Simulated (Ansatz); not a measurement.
**H3O+ with N2: structure and interaction energy**

Aim: relax the pair, then compute its interaction energy with counterpoise at many levels, up to CCSD(T).

Computed with Ansatz 0.2.0, Gaussian basis. Level: PBE0-D4 structure, single points in def2-TZVPPD.

Levels: PBE-D4, revPBE-D4, BLYP-D4, r2SCAN-D4, B97M-V, PBE0-D4, B3LYP-D4, HSE06-D4, wB97X-V, wB97M-V, B2PLYP, Hartree-Fock, MP2, CCSD, CCSD(T). The reference is CCSD(T) extrapolated to the basis limit.

Correlated methods freeze the cores. B3LYP uses VWN-RPA correlation. B2PLYP carries no dispersion term here.

176 further runs of the same task are left out: 176 set aside as unsound or not needed.

**1. The starting structure**

The pair, from a GFN2-xTB docking trial: 6 atoms, charge 1, spin multiplicity 1.

Atoms are counted from 1 here; the program's logs count them from 0.

Bond lengths: O1–H2 1.084 Å, O1–H3 0.976 Å, O1–H4 0.976 Å, N5–N6 1.092 Å. Angles: H2–O1–H3 112.4°, H2–O1–H4 114.4°, H3–O1–H4 110.7°.

Geometry (Å):

```xyz
6

O    -0.1550    0.2084   -1.0515
H    -0.0218    0.1151    0.0199
H    -0.8193   -0.4163   -1.3996
H     0.6720    0.1553   -1.5664
N     0.2088   -0.0727    2.5412
N     0.1153    0.0103    1.4563
```

Atoms 1 to 4 are fragment A (H3O+), the rest fragment B (N2).

**2. A first relaxation in a small basis**

Contents of pre/in.yaml:

```yaml
crystal:
  periodic: [false, false, false]
  atoms:
    - {symbol: O, position_ang: [-0.155000, 0.208400, -1.051500]}
    - {symbol: H, position_ang: [-0.021800, 0.115100, 0.019900]}
    - {symbol: H, position_ang: [-0.819300, -0.416300, -1.399600]}
    - {symbol: H, position_ang: [0.672000, 0.155300, -1.566400]}
    - {symbol: N, position_ang: [0.208800, -0.072700, 2.541200]}
    - {symbol: N, position_ang: [0.115300, 0.010300, 1.456300]}
basis:
  gaussian: {orbitals: def2-SVP}
total_charge: 1
hamiltonian: {xc: pbe, dispersion: d4}
relax: {f_tol: 0.03, max_steps: 250}
```

The run is started by

```sh
ansatz run in.yaml --threads 2 --pin off --events-out ev --progress --plain --max-ram 5222MiB
```

After this run come: Relaxation at PBE0-D4; PBE-D4/def2-TZVPPD; r2SCAN-D4/def2-TZVPPD; PBE0-D4/def2-TZVPPD; B3LYP-D4/def2-TZVPPD; wB97X-V/def2-TZVPPD; wB97M-V/def2-TZVPPD; B2PLYP/def2-TZVPPD; BLYP-D4/def2-TZVPPD; revPBE-D4/def2-TZVPPD; B97M-V/def2-TZVPPD; HSE06-D4/def2-TZVPPD; CCSD(T)/def2-TZVPPD; MP2/def2-QZVPPD; Vibrations of the pair.

**Question.** What will these runs give? Wanted: interaction energy, CCSD(T)/CBS; of it Hartree-Fock; D4 term of PBE0-D4; shortest contact; lowest wavenumber.

As calculated:

| quantity | value |
| --- | --- |
| interaction energy, CCSD(T)/CBS | -11.92 kcal/mol |
| of it Hartree-Fock (basis limit) | -8.04 kcal/mol |
| D4 term of PBE0-D4 | -0.37 kcal/mol |
| shortest contact | H2–N6 1.64 Å |
| lowest wavenumber | 158 cm⁻¹ |

The pair is bound by 11.92 kcal/mol at fixed fragment shapes. Hartree-Fock gives 67 % of it, so electrostatics and correlation both count. wB97X-V is the best functional here (-0.06 kcal/mol from CCSD(T)/CBS); PBE-D4 is the worst (-2.09 kcal/mol). Mean unsigned error by rung: GGA 1.45, meta-GGA 0.66, hybrid 1.00, screened hybrid 1.15, range-separated hybrid 0.10, double hybrid 0.14 kcal/mol. PBE-D4 gives an interaction energy 2.09 kcal/mol too low, an error of 18 % of the reference. CCSD(T) moves by -0.35 kcal/mol from triple zeta to the limit; gaps between functionals far smaller than that don't rank them. A lower arrangement may exist.
